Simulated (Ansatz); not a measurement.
## AlNH4 (SMILES [H][Al]([H])[NH2]): methods side by side

The species is AlNH4 (6 atoms), meant as a singlet with charge 0. As SMILES, `[H][Al]([H])[NH2]`. Geometry: a GFN2-xTB relaxation, a rough one for these elements and not checked as a minimum.

```jsonl
{"atom": "Al", "x (Å)": "0.4112", "y (Å)": "0.7098", "z (Å)": "0.0041"}
{"atom": "H", "x (Å)": "1.9511", "y (Å)": "0.7541", "z (Å)": "0.0402"}
{"atom": "H", "x (Å)": "-0.3175", "y (Å)": "2.0686", "z (Å)": "-0.0206"}
{"atom": "N", "x (Å)": "-0.4778", "y (Å)": "-0.8270", "z (Å)": "-0.0067"}
{"atom": "H", "x (Å)": "-0.8038", "y (Å)": "-1.3379", "z (Å)": "-0.8198"}
{"atom": "H", "x (Å)": "-0.7632", "y (Å)": "-1.3675", "z (Å)": "0.8027"}
```

Quantity: the energy change with the N4–H6 bond stretched from 1.014 to 1.521 Å, in eV. The values are calculated.

| level | kind | program | value (eV) |
| --- | --- | --- | --- |
| HF/STO-3G (restricted) | Hartree–Fock | Ansatz | 3.45 |
| SVWN5/STO-3G (restricted) | LDA | Ansatz | 2.58 |
| BLYP/STO-3G (restricted) | GGA | Ansatz | 2.31 |
| PBE/STO-3G (restricted) | GGA | Ansatz | 2.45 |
| revPBE/STO-3G (restricted) | GGA | Ansatz | 2.40 |
| r2SCAN/STO-3G (restricted) | meta-GGA | Ansatz | 2.66 |
| B3LYP/STO-3G (restricted) | global hybrid | Ansatz | 2.61 |
| BHLYP/STO-3G (restricted) | global hybrid | Ansatz | ? |
| PBE0/STO-3G (restricted) | global hybrid | Ansatz | 2.78 |
| r2SCAN0/STO-3G (restricted) | hybrid meta-GGA | Ansatz | ? |

(1) Estimate the missing values from the other rows.

## Answers

(1) As computed at these levels: BHLYP/STO-3G (restricted): 2.99 eV; r2SCAN0/STO-3G (restricted): 2.91 eV. The first shape isn't each level's own minimum. The values span 2.31 to 3.45 eV. All rows use very small basis sets, so even the best lies far from the true value.
